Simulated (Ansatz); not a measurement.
# C4H3FS: vertical ionisation energy

Aim: the vertical ionisation energy of C4H3FS, as cation minus neutral at the neutral's geometry, on several levels, and how well −ε(HOMO) stands in for it.

Method: unrestricted cation, the program's frozen cores in correlated methods; program: Ansatz 0.2.0, Gaussian basis.

Plan: UKS PBE-D4/def2-TZVPP; UKS r2SCAN-D4/def2-TZVPP; UKS PBE0-D4/def2-TZVPP; UKS B3LYP-D4/def2-TZVPP; UKS wB97X-V/def2-TZVPP; UKS wB97M-V/def2-TZVPP; UKS B2PLYP/def2-TZVPP; UHF-CCSD(T)/def2-TZVPP; UHF-MP2/def2-QZVPP; extrapolation to the limit; then −ε(HOMO) from the neutral's earlier runs with LDA (SPW92), PBE-D4, revPBE-D4, BLYP-D4, r2SCAN-D4, B97M-V, PBE0-D4, B3LYP-D4, r2SCANh-D4, r2SCAN0-D4, HSE06-D4, BHLYP-D4, CAM-B3LYP-D4, LC-ωPBE, ωB97X-V, ωB97M-V.

### Step 1. Structure used throughout

The geometry comes from an earlier relaxation with PBE0-D4 in a triple-zeta def2 set; it is a stationary point, not always the lowest conformer.

SMILES `Fc1ccsc1`, 9 atoms, charge 0, spin multiplicity 1.

Atoms are counted from 1 here; the program's logs count them from 0.

Bond lengths: F1–C2 1.332 Å, C2–C3 1.412 Å, C2–C6 1.360 Å, C3–C4 1.362 Å, C3–H7 1.081 Å, C4–S5 1.704 Å, C4–H8 1.079 Å, S5–C6 1.705 Å, C6–H9 1.078 Å. Angles: F1–C2–C3 121.9°, F1–C2–C6 123.3°, C3–C2–C6 114.8°, C2–C3–C4 110.8°, C2–C3–H7 123.9°, C4–C3–H7 125.2°, C3–C4–S5 112.0°, C3–C4–H8 128.0°, S5–C4–H8 120.1°, C4–S5–C6 92.7°, C2–C6–S5 109.8°, C2–C6–H9 128.1°, S5–C6–H9 122.1°.

### Step 2. Cation, UKS PBE-D4/def2-TZVPP

The input, in.yaml:

```yaml
crystal:
  periodic: [false, false, false]
  atoms:
    - {symbol: F, position_ang: [0.990819, 0.484913, 1.974272]}
    - {symbol: C, position_ang: [0.335929, 0.295018, 0.829570]}
    - {symbol: C, position_ang: [0.665363, -0.756746, -0.053454]}
    - {symbol: C, position_ang: [-0.143932, -0.740779, -1.149167]}
    - {symbol: S, position_ang: [-1.274134, 0.533534, -1.088265]}
    - {symbol: C, position_ang: [-0.691352, 1.084622, 0.416633]}
    - {symbol: H, position_ang: [1.455564, -1.471533, 0.127577]}
    - {symbol: H, position_ang: [-0.133638, -1.414619, -1.991682]}
    - {symbol: H, position_ang: [-1.116219, 1.939288, 0.917316]}
basis:
  gaussian: {orbitals: def2-TZVPP}
total_charge: 1
magnetization: {spin_polarized: true, initial_magnetization: 1}
hamiltonian: {xc: pbe, dispersion: d4}
```

Started as:

```
> ansatz run in.yaml --threads 2 --pin off --events-out ev --progress --plain --max-ram 31744MiB --backend cpu
```

After this run come: Cation, UKS r2SCAN-D4/def2-TZVPP; Cation, UKS PBE0-D4/def2-TZVPP; Cation, UKS B3LYP-D4/def2-TZVPP; Cation, UKS wB97X-V/def2-TZVPP; Cation, UKS wB97M-V/def2-TZVPP; Cation, UKS B2PLYP (frozen core)/def2-TZVPP; Cation, UHF-CCSD(T)/def2-TZVPP; Cation, UHF-MP2/def2-QZVPP.

**Question.** What will the summary of the whole plan be? Wanted: ionisation energy, CCSD(T)/CBS; nearest functional by difference; nearest −ε(HOMO); −ε(HOMO) of PBE; T1 of the cation.

The runs gave:

```
                        quantity               value
  ionisation energy, CCSD(T)/CBS             9.29 eV
nearest functional by difference   B2PLYP (-0.20 eV)
                nearest −ε(HOMO)  ωB97X-V (-0.11 eV)
                 −ε(HOMO) of PBE             5.86 eV
                T1 of the cation               0.034
```

In words: Energy differences with functionals land within 0.35 eV of the reference. −ε(HOMO) of PBE misses by 3.4 eV, since self-interaction lifts the level. Among orbital estimates ωB97X-V comes nearest. Hartree-Fock falls 1.41 eV short, as the neutral has more correlation energy than the cation. The cation's T1 (from the report) is 0.034, near the customary mark of 0.045 for open shells, so the coupled-cluster value is less safe. The cation may have settled in a state other than its lowest; no search over hole states beyond the program's own was made.
